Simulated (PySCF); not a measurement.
Geometries of 4 isomers of C4H3FS, from PBE0-D3(BJ)/def2-SVP geometry optimisation, gas phase in PySCF. One conformer each, no zero-point energy, no frequencies.

Problem. Which isomer lies lowest at this level?
A.
```xyz
9
angstrom
F      1.790    0.754   -1.767
C      0.860    0.474   -0.874
C      0.564   -0.748   -0.347
C     -0.505   -0.652    0.594
C     -0.978    0.621    0.743
S     -0.133    1.747   -0.255
H      1.090   -1.662   -0.624
H     -0.907   -1.506    1.141
H     -1.781    0.973    1.389
```
B.
```xyz
9
angstrom
C      2.004    0.919   -0.750
C      0.934    0.456   -0.425
C     -0.331   -0.111   -0.051
S     -1.549    0.934    0.849
C     -0.612   -0.507    1.351
F     -1.275   -1.659    1.543
H      2.950    1.341   -1.038
H     -0.799   -0.757   -0.804
H      0.162   -0.352    2.111
```
C.
```xyz
9
angstrom
F      2.644    0.058   -0.333
C      1.532   -0.508    0.121
C      0.405    0.192    0.288
C     -0.825   -0.399    0.782
C     -1.961    0.253    0.962
S     -3.302    1.014    1.176
H      1.647   -1.576    0.334
H      0.415    1.256    0.040
H     -0.841   -1.467    1.033
```
D.
```xyz
9
angstrom
F     -1.154   -0.273    1.930
C     -0.576   -0.044    0.758
C      0.707   -0.563    0.433
C      1.085   -0.189   -0.828
S     -0.108    0.775   -1.600
C     -1.148    0.703   -0.235
H      1.300   -1.178    1.109
H      2.011   -0.431   -1.348
H     -2.116    1.200   -0.220
```

Solution. D. That is `Fc1ccsc1`, 3.6 kcal/mol below the next.

| SMILES | atoms numbered as above | E (Eh) | relative (kcal/mol) | relative (kJ/mol) | dipole (D) |
| --- | --- | --- | --- | --- | --- |
| Fc1ccsc1 | [F:1][c:2]1[cH:3][cH:4][s:5][cH:6]1 | -651.52033 | 0.0 | 0.0 | 1.10 |
| Fc1cccs1 | [F:1][c:2]1[cH:3][cH:4][cH:5][s:6]1 | -651.51463 | 3.6 | 14.9 | 1.40 |
| F/C=C/C=C=S | [F:1]/[CH:2]=[CH:3]/[CH:4]=[C:5]=[S:6] | -651.46146 | 36.9 | 154.6 | 1.16 |
| C#C[C@@H]1S[C@H]1F | [CH:1]#[C:2][C@@H:3]1[S:4][C@H:5]1[F:6] | -651.43110 | 56.0 | 234.3 | 1.61 |

As drawn, the lowest has an aromatic ring, which the highest lacks; the highest has a three-membered ring and a C≡C bond, which the lowest lacks.
